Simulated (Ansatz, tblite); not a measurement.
**The cluster Mn₃+: rung by rung**

How do method and basis change the picture of the cluster Mn₃+ (multiplicity 13)?

Method: as each input shows; program: Ansatz 0.2.0, Gaussian basis.

Levels to be run: GFN1-xTB, GFN2-xTB, PBE-D4/def2-TZVP, r2SCAN-D4/def2-TZVP, B3LYP-D4/def2-TZVP, LDA/def2-TZVP, HSE06-D4/def2-TZVP, ωB97M-V/def2-TZVP, r2SCANh-D4/def2-TZVP, PBE+5HF/def2-TZVP, PBE+10HF/def2-TZVP, PBE+15HF/def2-TZVP, PBE+35HF/def2-TZVP, PBE+50HF/def2-TZVP, PBE-D4/def2-SVP, PBE0-D4/def2-SVP, RPA/def2-TZVP.

3 further runs of the same task are left out: 3 for a known fault of the program.

**1. The structure**

The multiplicity 13 was relaxed beforehand with PBE-D4/def2-TZVP. At that level it is the lowest of the isomers that a small search found.

3 atoms, charge 1, spin multiplicity 13.

Bond lengths: Mn1–Mn2 2.533 Å, Mn1–Mn3 2.533 Å, Mn2–Mn3 2.533 Å. Angles: Mn2–Mn1–Mn3 60.0°, Mn1–Mn2–Mn3 60.0°, Mn1–Mn3–Mn2 60.0°.

No spin-orbit coupling is included. The ion is computed in the gas phase, without counter-ions or solvent.

PBE0-D4/def2-TZVP was run before; its log isn't repeated, and its numbers join the tables.

**2. GFN1-xTB**

Tight binding, by tblite at 300 K electronic temperature and without a spin-polarisation term:

```python
tblite.interface.Calculator('GFN1-xTB', numbers, positions, charge=1, uhf=12).singlepoint()
```

Energy -169.6312 eV; 0.004 s.

**3. GFN2-xTB**

Tight binding, by tblite at 300 K electronic temperature and without a spin-polarisation term:

```python
tblite.interface.Calculator('GFN2-xTB', numbers, positions, charge=1, uhf=12).singlepoint()
```

Energy -209.3222 eV; 0.004 s.

**4. PBE-D4/def2-TZVP**

start.molden holds the orbitals of an earlier run on this state, given as this run's starting guess.

Contents of in.yaml:

```yaml
crystal:
  periodic: [false, false, false]
  atoms:
    - {symbol: Mn, position_ang: [0.189998, 1.441752, -0.155027]}
    - {symbol: Mn, position_ang: [1.159396, -0.878405, 0.154072]}
    - {symbol: Mn, position_ang: [-1.349395, -0.563346, 0.000954]}
basis:
  gaussian: {orbitals: def2-TZVP, initial_orbitals: start.molden}
total_charge: 1
magnetization: {spin_polarized: true, initial_magnetization: 12}
hamiltonian: {xc: pbe, dispersion: d4}
scf: {omitted_lower_state_checks: [starts]}
output: {orbitals: {seedname: orbitals}}
```

Run with:

```sh
> ansatz run in.yaml --threads 4 --pin off --events-out ev --progress --plain --max-ram 3916MiB
```

The runs that follow: r2SCAN-D4/def2-TZVP; B3LYP-D4/def2-TZVP; LDA/def2-TZVP; HSE06-D4/def2-TZVP; ωB97M-V/def2-TZVP; r2SCANh-D4/def2-TZVP; PBE+5HF/def2-TZVP; PBE+10HF/def2-TZVP; PBE+15HF/def2-TZVP; PBE+35HF/def2-TZVP; PBE+50HF/def2-TZVP; PBE-D4/def2-SVP; PBE0-D4/def2-SVP; RPA/def2-TZVP.

Q: Predict the results of all the runs planned. Wanted: gap in def2-TZVP, named functionals, smallest and largest; ⟨S²⟩ in def2-TZVP, named functionals, smallest and largest; PBE0 total energy, smallest basis above largest.

As calculated:

| quantity | value |
| --- | --- |
| gap in def2-TZVP, named functionals, smallest and largest | 0.15 eV (LDA), 4.99 eV (ωB97M-V) |
| ⟨S²⟩ in def2-TZVP, named functionals, smallest and largest | 42.242, 43.218 |
| PBE0 total energy, smallest basis above largest | 13.14 eV (def2-SVP, def2-TZVP) |

What this shows: Orbital gaps of the named functionals in def2-TZVP span 0.15 eV (LDA) to 4.99 eV (ωB97M-V); exact exchange widens it. Over the named functionals in def2-TZVP spin contamination reaches 1.22 (ωB97M-V), so some levels may describe another state.
